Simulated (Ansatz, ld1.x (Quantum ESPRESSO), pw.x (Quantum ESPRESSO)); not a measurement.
# What a changed setting does to a pw.x run (sc Si)

Potential: ultrasoft, ld1.x (Quantum ESPRESSO) 7.5, LDA (PW92); core [Ne], reference 3s2 3p2; waves: 3s (bound): rcut 1.60, rcutus 1.80 bohr; 3s channel at 0.15 Ry: rcut 1.60, rcutus 1.80 bohr; 3p (bound): rcut 2.05, rcutus 2.15 bohr; 3p channel at 4.05 Ry: rcut 2.05, rcutus 2.15 bohr; 3d channel at 0.25 Ry: rcut 2.00, rcutus 2.35 bohr; 3d channel at 2.25 Ry: rcut 2.00, rcutus 2.35 bohr; local part: all-electron potential smoothed inside 1.45 bohr (lloc = -1); core correction: none; augmentation: PSQ, inside the norm-conserving radii.

The reference run (k-mesh 13³, cutoffs 40/320 Ry, Fermi–Dirac 0.01 Ry, mixing_beta 0.4, conv_thr 1e-9, no spin) gives 0.04 GPa at 15.704 Å³/atom, where all-electron LAPW gives 0.11 GPa. This run, with its own iteration cap, changes degauss to 0.02.

```
&control
  calculation='scf', prefix='x', pseudo_dir='./', outdir='./tmp', tstress=.true., disk_io='none'
/
&system
  ibrav=0, nat=1, ntyp=1, ecutwfc=40, ecutrho=320, nbnd=9,
  occupations='smearing', smearing='fd', degauss=0.02
/
&electrons
  conv_thr=1e-09, mixing_beta=0.4, electron_maxstep=60
/
ATOMIC_SPECIES
Si 1.0 Si.UPF
CELL_PARAMETERS angstrom
  2.50420625 0.00000000 0.00000000
  0.00000000 2.50420625 0.00000000
  0.00000000 0.00000000 2.50420625
ATOMIC_POSITIONS crystal
Si 0.0000 0.0000 0.0000
K_POINTS automatic
13 13 13 0 0 0
```

```bash
pw.x < Si.scf.in > Si.scf.out
```

Question: How does the run end?

Answer: It converges in 5 iterations; the free energy moves by -41.8 meV/atom and the pressure by +0.14 GPa. In a metal, with Fermi–Dirac smearing, F lies below its zero-width value by a term in the square of the width.

```
Message from routine setup:
     using ibrav=0 with symmetry is DISCOURAGED, use correct ibrav instead
     lattice parameter (alat)  =       4.7323  a.u.
     unit-cell volume          =     105.9758 (a.u.)^3
     number of electrons       =         4.00
     number of Kohn-Sham states=            9
     kinetic-energy cutoff     =      40.0000  Ry
     charge density cutoff     =     320.0000  Ry
     scf convergence threshold =      1.0E-09
     Exchange-correlation= PW
     number of k points=    84  Fermi-Dirac smearing, width (Ry)=  0.0200
     iteration #  1     ecut=    40.00 Ry     beta= 0.40
     total energy              =      -7.93186466 Ry
     estimated scf accuracy    <       0.00320169 Ry
     iteration #  2     ecut=    40.00 Ry     beta= 0.40
     total energy              =      -7.93209672 Ry
     estimated scf accuracy    <       0.00116283 Ry
     iteration #  3     ecut=    40.00 Ry     beta= 0.40
     total energy              =      -7.93210483 Ry
     estimated scf accuracy    <       0.00000102 Ry
     iteration #  4     ecut=    40.00 Ry     beta= 0.40
     c_bands:  1 eigenvalues not converged
     total energy              =      -7.93210848 Ry
     estimated scf accuracy    <          6.7E-09 Ry
     iteration #  5     ecut=    40.00 Ry     beta= 0.40
     the Fermi energy is     8.9300 ev
!    total energy              =      -7.93210851 Ry
     estimated scf accuracy    <          7.2E-10 Ry
     smearing contrib. (-TS)   =      -0.00810560 Ry
     The total energy is F=E-TS. E is the sum of the following terms:
     one-electron contribution =       3.96058135 Ry
     hartree contribution      =       0.13040860 Ry
     xc contribution           =      -2.42196086 Ry
     ewald contribution        =      -9.59303199 Ry
     convergence has been achieved in   5 iterations
          total   stress  (Ry/bohr**3)                   (kbar)     P=        1.85
     Message from routine punch:
     Nothing written, as per user request (disk_io='none')
```

The run took about 3.9 s on one core of a shared server CPU.
